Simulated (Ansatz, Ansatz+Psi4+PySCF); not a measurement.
```yaml
atoms:
  - { symbol: Ti, position_ang: [0.0007, -0.0006, -0.3885] }
  - { symbol: O, position_ang: [0.0001, 1.3246, 0.5347] }
  - { symbol: O, position_ang: [-0.0008, -1.3254, 0.5341] }
```

Basis set: cc-pVTZ (spherical functions). Correlated methods keep 7 orbitals frozen. Charge 0, multiplicity 1.

Computed with Ansatz (development build ahead of 0.2.0); each method stands on the lowest determinant of its kind that the runs found. Restricted open shells among the atoms or ions are ROHF, correlated in semicanonical orbitals with singles.

Task: Give the atomization energy at this shape (free ground-state atoms in the same class of orbitals less the molecule, no zero-point energy) of singlet TiO2 by RHF-MP2, RHF.

Result:

| method | atomization energy |
| --- | --- |
| RHF-MP2 | 1403.9 kJ/mol |
| RHF | 423.2 kJ/mol |

Caution: no unrestricted run beside it, a lower state can exist; other spin multiplicities were not run.
